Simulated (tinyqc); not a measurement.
Worked calculation: CIS and TDHF on RHF in the sto-6g basis, frozen core, for OH-, spin multiplicity 1. The basis has no diffuse functions, so it cannot describe the extra electron: this is an exercise in the method, not the real anion. One step of it, computed by the program tinyqc.

Problem. CIS matrix, singlets. A(ia,jb) = (e_a - e_i) d_ij d_ab + 2 (ia|jb) - (ij|ab).

orbital energies (hartree): [-19.797772, -0.604487, 0.087215, 0.159188, 0.159188, 0.911374]

Two-electron integrals over orbitals (pq|rs), unique and non-zero (hartree); the lowest 1 orbital is frozen and left out:
```
(22|22) 0.757691    (32|22) -0.071687   (32|32) 0.098845    (33|22) 0.523654
(33|32) 0.033726    (33|33) 0.611188    (42|42) 0.163904    (43|42) -0.033929
(43|43) 0.022667    (44|22) 0.783339    (44|32) -0.087756   (44|33) 0.504570
(44|44) 0.880663    (52|52) 0.163904    (53|52) -0.033929   (53|53) 0.022667
(54|54) 0.047461    (55|22) 0.783339    (55|32) -0.087756   (55|33) 0.504570
(55|44) 0.785741    (55|55) 0.880663    (62|22) 0.061140    (62|32) 0.062162
(62|33) 0.004655    (62|44) 0.066573    (62|55) 0.066573    (62|62) 0.115754
(63|22) 0.177244    (63|32) -0.093631   (63|33) -0.040404   (63|44) 0.188712
(63|55) 0.188712    (63|62) 0.011280    (63|63) 0.188284    (64|42) 0.025296
(64|43) 0.016452    (64|64) 0.037916    (65|52) 0.025296    (65|53) 0.016452
(65|65) 0.037916    (66|22) 0.678452    (66|32) -0.006408   (66|33) 0.586711
(66|44) 0.672368    (66|55) 0.672368    (66|62) 0.070262    (66|63) 0.092597
(66|66) 0.703269
```

Give: CIS matrix A, singlet.

Solution.

CIS matrix A, singlet (hartree), order 2>6, 3>6, 4>6, 5>6:
```
[[1.0689, 0.0290, 0.0000, 0.0000],
 [0.0290, 0.6140, 0.0000, 0.0000],
 [0.0000, 0.0000, 0.1556, 0.0000],
 [0.0000, 0.0000, 0.0000, 0.1556]]
```
